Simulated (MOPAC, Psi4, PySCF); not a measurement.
Two rigid molecules brought together: C6H6 ··· C6H6 (SMILES c1ccccc1 and c1ccccc1). Monomers: optimised at B3LYP-D3(BJ) (def2-TZVP), held rigid. Orientation: lowest of the rigid-body minima from ten starts at GFN2-xTB. The monomers approach along the line of their centres of mass (distance R); nothing else relaxes.

- PM7, restricted, heats of formation (MOPAC)
- AM1, restricted, heats of formation (MOPAC)
- RHF/3-21G = restricted Hartree-Fock/3-21G, no counterpoise correction in PySCF
- SAPT0/jun-cc-pVDZ, frozen core (Psi4)

Interaction energies in kJ/mol:

```csv
R / Å,PM7,AM1,RHF/3-21G
2.88,19.99,72.14,125.35
3.11,-4.00,45.50,67.00
3.33,-13.94,28.79,36.91
3.49,-17.23,20.17,23.72
3.67,-18.89,13.24,14.39
3.89,-19.30,7.82,8.17
4.16,-18.19,4.15,4.93
4.51,-14.75,1.96,3.60
4.96,-9.47,0.92,2.82
5.73,-3.70,0.42,1.74
6.68,-1.21,0.24,0.95
8.01,-0.36,0.12,0.44
```

Task: Predict the corresponding SAPT0/jun-cc-pVDZ column.

Result: 2.88: 67.46; 3.11: 20.05; 3.33: -0.41; 3.49: -6.96; 3.67: -9.79; 3.89: -9.96; 4.16: -8.32; 4.51: -5.79; 4.96: -3.31; 5.73: -1.14; 6.68: -0.25; 8.01: 0.02 (kJ/mol).
